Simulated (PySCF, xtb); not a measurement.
H3P, SMILES P.

GFN2-xTB (xtb) at its own geometry gives an orbital gap of 5.96 eV and a dipole moment of 1.26 D.

Geometry: PBE0-D3(BJ)/def2-TZVPD.

Question: What does PBE/def2-TZVPD run with PySCF give? (Estimate from the structure and the level; the computed values follow.)

Answer: gap 6.39 eV (levels -6.71 and -0.32 eV), dipole 0.61 D.
